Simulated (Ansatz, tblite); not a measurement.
# [S5]2-: spin states and exact exchange

Is the singlet the ground state of [S5]2-? Other spin states are computed and compared level by level.

Computed with Ansatz 0.2.0, Gaussian basis. Level: as each input shows.

Plan: triplet, at the geometry of the singlet (GFN1-xTB, GFN2-xTB, PBE0-D4/def2-TZVPD, PBE-D4/def2-TZVPD, r2SCAN-D4/def2-TZVPD); the singlet's energies come from earlier runs.

## 1. The structure

The singlet was relaxed beforehand with PBE-D4/def2-SVPD.

5 atoms, charge -2, spin multiplicity 1.

Bond lengths: S1–S2 2.089 Å, S2–S3 2.168 Å, S3–S4 2.167 Å, S4–S5 2.089 Å. Angles: S1–S2–S3 114.9°, S2–S3–S4 118.8°, S3–S4–S5 114.9°.

The ion is computed in the gas phase, without counter-ions or solvent.

## 2. Triplet at the fixed geometry, GFN1-xTB

Tight binding, by tblite at 300 K electronic temperature and without a spin-polarisation term:

```python
tblite.interface.Calculator('GFN1-xTB', numbers, positions, charge=-2, uhf=2).singlepoint()
```

Energy -507.7790 eV; 0.008 s.

## 3. Triplet at the fixed geometry, GFN2-xTB

Tight binding, by tblite at 300 K electronic temperature and without a spin-polarisation term:

```python
tblite.interface.Calculator('GFN2-xTB', numbers, positions, charge=-2, uhf=2).singlepoint()
```

Energy -452.4787 eV; 0.009 s.

## 4. Triplet at the fixed geometry, PBE0-D4/def2-TZVPD

in.yaml reads:

```yaml
crystal:
  periodic: [false, false, false]
  atoms:
    - {symbol: S, position_ang: [1.162661, -1.994877, 2.306315]}
    - {symbol: S, position_ang: [0.580322, -1.745772, 0.315436]}
    - {symbol: S, position_ang: [-1.022363, -0.319009, 0.005646]}
    - {symbol: S, position_ang: [-0.518621, 1.764258, -0.315869]}
    - {symbol: S, position_ang: [-0.202000, 2.295400, -2.311528]}
basis:
  gaussian: {orbitals: def2-TZVPD}
total_charge: -2
magnetization: {spin_polarized: true, initial_magnetization: 2}
hamiltonian: {xc: pbe0, dispersion: d4}
scf: {omitted_lower_state_checks: [starts]}
output: {orbitals: {seedname: orbitals}}
```

Run with:

```console
$ ansatz run in.yaml --threads 4 --pin off --events-out ev --progress --plain --max-ram 3916MiB
```

The log of the run:

```text
Functional definition: PBE0
  name "PBE0"
  cite "Adamo & Barone, J. Chem. Phys. 110, 6158 (1999) doi:10.1063/1.478522"
  cite "Perdew, Burke & Ernzerhof, Phys. Rev. Lett. 77, 3865 (1996) doi:10.1103/PhysRevLett.77.3865"
  parent pbe
  parameter a = 0.25
  parameter kappa = 0.804
  parameter beta = 0.06672455060314922
  exchange = (1 - a)*pbe_x(kappa = kappa, mu = beta*pi^2/3) + a*exact_x
  correlation = pbe_c(beta = beta)
these checks for a lower state are left out or cut short: starts
1575 factors; their error is unknown
mean field evaluation 1: about -54147.0897 eV, gradient 4.0e1 eV
mean field evaluation 2: about -54059.5317 eV, gradient 1.2e2 eV
mean field evaluation 4: about -54158.1200 eV, gradient 1.2e1 eV
mean field evaluation 8: about -54159.0619 eV, gradient 3.5e-1 eV
mean field evaluation 16: about -54159.2047 eV, gradient 3.0e-3 eV
mean field evaluation 32: about -54159.2855 eV, gradient 1.5e-1 eV
mean field -54159.28631380 eV, -1990.3170615493 hartree, gradient 7.0e-6 eV, S^2 2.018960; 0 other end points of the search recorded, 0 dependent functions left out
reference -54159.28634593 eV, -1990.3170627302 hartree; 42, 40 occupied and 188, 190 virtual orbitals, 1575 factors
Total energy: -54159.52286071 eV, -1990.3257544878 hartree
Checks for a lower state left out: starts
```

Wall time 59 s (4 threads of Arm Neoverse V1, shared host); peak memory 1.1 GiB.

Report: HOMO 3.84 eV, LUMO 3.67 eV (over both spins; with the spin held, an empty level of the minority spin lies below the top filled one); ⟨S²⟩ 2.019 (pure: 2.00). Doubts: highest occupied level lies above zero.

## 5. Triplet at the fixed geometry, PBE-D4/def2-TZVPD

start.molden holds the orbitals of an earlier run on this state, given as this run's starting guess.

in.yaml: that of step 4 with these lines changed.

```diff
@@ -9,6 +9,6 @@
 basis:
-  gaussian: {orbitals: def2-TZVPD}
+  gaussian: {orbitals: def2-TZVPD, initial_orbitals: start.molden}
 total_charge: -2
 magnetization: {spin_polarized: true, initial_magnetization: 2}
-hamiltonian: {xc: pbe0, dispersion: d4}
+hamiltonian: {xc: pbe, dispersion: d4}
 scf: {omitted_lower_state_checks: [starts]}
```

Same command.

The log of the run:

```text
Functional definition: PBE
  name "PBE"
  cite "Perdew, Burke & Ernzerhof, Phys. Rev. Lett. 77, 3865 (1996) doi:10.1103/PhysRevLett.77.3865"
  parent pbe
  parameter kappa = 0.804
  parameter beta = 0.06672455060314922
  exchange = pbe_x(kappa = kappa, mu = beta*pi^2/3)
  correlation = pbe_c(beta = beta)
these checks for a lower state are left out or cut short: starts
1465 factors; their error is unknown
mean field evaluation 1: about -54155.7066 eV, gradient 1.2e1 eV
mean field evaluation 2: about -54155.9154 eV, gradient 5.0e-1 eV
mean field evaluation 4: about -54155.9648 eV, gradient 5.2e-1 eV
mean field evaluation 8: about -54156.0024 eV, gradient 5.6e-2 eV
mean field evaluation 16: about -54156.0025 eV, gradient 1.0e-4 eV
mean field -54156.00246275 eV, -1990.1963822491 hartree, gradient 4.3e-6 eV, S^2 2.004121; 0 other end points of the search recorded, 0 dependent functions left out
reference -54156.00250245 eV, -1990.1963837081 hartree; 42, 40 occupied and 188, 190 virtual orbitals, 1465 factors
Total energy: -54156.27506815 eV, -1990.2064003127 hartree
Checks for a lower state left out: starts
```

Run time: 14 s. Hardware: 4 threads of Arm Neoverse V1, shared host; peak memory 0.78 GiB.

HOMO 4.44 eV, LUMO 3.14 eV (over both spins; with the spin held, an empty level of the minority spin lies below the top filled one); ⟨S²⟩ 2.004 (pure: 2.00). Doubts: highest occupied level lies above zero.

## 6. Triplet at the fixed geometry, r2SCAN-D4/def2-TZVPD

in.yaml: that of step 5 with these lines changed.

```diff
@@ -12,3 +12,3 @@
 magnetization: {spin_polarized: true, initial_magnetization: 2}
-hamiltonian: {xc: pbe, dispersion: d4}
+hamiltonian: {xc: r2scan, dispersion: d4}
 scf: {omitted_lower_state_checks: [starts]}
```

Launched as before.

The log of the run, cut to the lines that bear on the results:

```text
Functional definition: r2SCAN
  name "r2SCAN"
  cite "Furness, Kaplan, Ning, Perdew & Sun, J. Phys. Chem. Lett. 11, 8208 (2020) doi:10.1021/acs.jpclett.0c02405"
  cite "Furness, Kaplan, Ning, Perdew & Sun, J. Phys. Chem. Lett. 11, 9248 (2020) doi:10.1021/acs.jpclett.0c03077"
  parent r2scan
[...]
1465 factors; their error is unknown
[...]
mean field -54174.86768790 eV, -1990.8896664862 hartree, gradient 1.9e-6 eV, S^2 2.009735; 0 other end points of the search recorded, 0 dependent functions left out
reference -54174.86774557 eV, -1990.8896686055 hartree; 42, 40 occupied and 188, 190 virtual orbitals, 1465 factors
Total energy: -54174.93249328 eV, -1990.8920480399 hartree
Checks for a lower state left out: starts
```

Run time: 36 s. Hardware: 4 threads of Arm Neoverse V1, shared host; peak memory 0.84 GiB.

From the report: HOMO 4.49 eV, LUMO 3.26 eV (over both spins; with the spin held, an empty level of the minority spin lies below the top filled one); ⟨S²⟩ 2.010 (pure: 2.00). Doubts: highest occupied level lies above zero.

## 7. Triplet less singlet, vertical

The singlet's energies are those of its earlier runs, whose logs aren't repeated here.

| level | triplet less singlet, vertical (kJ/mol) | time |
| --- | --- | --- |
| GFN1-xTB | +184.4 | 0.014 s |
| GFN2-xTB | +142.7 | 0.015 s |
| PBE-D4/def2-TZVPD | +135.0 | 16 s |
| r2SCAN-D4/def2-TZVPD | +144.2 | 43 s |
| PBE0-D4/def2-TZVPD | +163.8 | 64 s |

Times add the two runs; a level without a time comes out of a correlated run. Tight binding without a spin term can't rank spin states.

## 8. Outcome

| quantity | value |
| --- | --- |
| triplet less singlet, vertical, functionals in def2-TZVPD | +135.0 (PBE-D4) to +163.8 kJ/mol (PBE0-D4) |

All functionals put the triplet above the singlet, over a spread of 28.8 kJ/mol. The checks for a lower triplet were left out, so another state of that spin may lie lower. These are electronic energies, without zero-point motion, entropy or surroundings.

A small anion of this charge may not be bound in the gas phase; the finite basis can hold electrons that would leave.
